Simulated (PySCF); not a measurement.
## Static response to an electric field

Compound: C5H4.
Numbering: `[CH:1]#[C:2][C:3]#[C:4][CH3:5]` (hydrogens: H6 on C1; H7, H8, H9 on C5)

Geometry (GFN2-xTB, Å), atoms numbered from 1 in this order:
```xyz
9
C5H4 angstrom
C      2.3899    1.8757    0.9268
C      1.4809    1.1613    0.5901
C      0.4535    0.3562    0.2099
C     -0.4585   -0.3593   -0.1242
C     -1.5465   -1.2148   -0.5270
H      3.1804    2.4979    1.2203
H     -2.5009   -0.7505   -0.2761
H     -1.5092   -1.3860   -1.6035
H     -1.4761   -2.1746   -0.0142
```

Level: CAM-B3LYP/def2-SVPD (PySCF), static field, nuclei fixed, core orbitals frozen in the response. The polarisability tensor in these axes (au):

```
x   80.19 32.85 15.44
y   32.85 64.12 12.12
z   15.44 12.12 44.03
```

Question: Give the principal values, the mean and the anisotropy Δα = √{½[(α1 − α2)² + (α2 − α3)² + (α1 − α3)²]}.

Answer: Principal values 38.34, 38.34 and 111.67 au; mean 62.78 au = 9.30 Å³ = 10.35 × 10⁻⁴⁰ C²·m²/J; Δα = 73.33 au (117 % of the mean).

Question: What is the dipole moment, and where does it point?

Answer: (-0.98, -0.77, -0.36) D, 1.30 D in size, pointing from the negative to the positive side. Measured along this direction, the outermost atoms are H6 at the negative end and H7, H9 and H8 at the positive end.

Question: Find the Langevin capture rate constant for NO+ (29.998 u) meeting this molecule (64.031 u), k = 2.342 × 10⁻⁹ cm³/s × √(α in Å³ / reduced mass in u).

Answer: The reduced mass is 20.43 u, so k = 1.58 × 10⁻⁹ cm³/s. The formula leaves out the permanent dipole, which adds to the capture rate.

Question: Refractivity n − 1 of an ideal gas of it at 273.15 K and 1 atm, from the electronic α?

Answer: N = p/kT = 2.6868 × 10¹⁹ cm⁻³, so n − 1 = 2π × N × 9.30 × 10⁻²⁴ cm³ = 1571 × 10⁻⁶ at long wavelengths.

Question: In TDDFT the mean static polarisability is Σ f/ω² over all singlet excitations (ω in hartree). How much of it do the 8 lowest give? Their energies (eV) and oscillator strengths: 4.80, 0.0000; 5.00, 0.0002; 5.00, 0.0002; 6.84, 0.0000; 6.85, 0.0000; 7.36, 0.0000; 7.65, 0.0181; 7.65, 0.0181.

Answer: They add up to 0.47 au, 0.7 % of the 62.78 au; the largest single term is 0.23 au, from the state at 7.65 eV. Terms in order: 0.00, 0.01, 0.01, 0.00, 0.00, 0.00, 0.23, 0.23 au. Higher excitations give the rest. The strengths listed sum to 0.037.

Question: In a dilute gas of rigid molecules at 400 K, how does the orientational term μ²/3kT compare with the electronic polarisability?

Answer: In Gaussian units μ²/3kT = 10.17 Å³ against 9.30 Å³, a ratio of 1.09; the Debye molar polarisation (4π/3)N_A(α + μ²/3kT) is 49.1 cm³/mol, leaving out the vibrational part.

Question: Rayleigh depolarisation ratio (linearly polarised light, static tensor)?

Answer: ρ = 3Δα²/(45ᾱ² + 4Δα²) = 16133.8/(177372 + 21511.8) = 0.0811.

Isolated species at its GFN2-xTB geometry, gas phase.
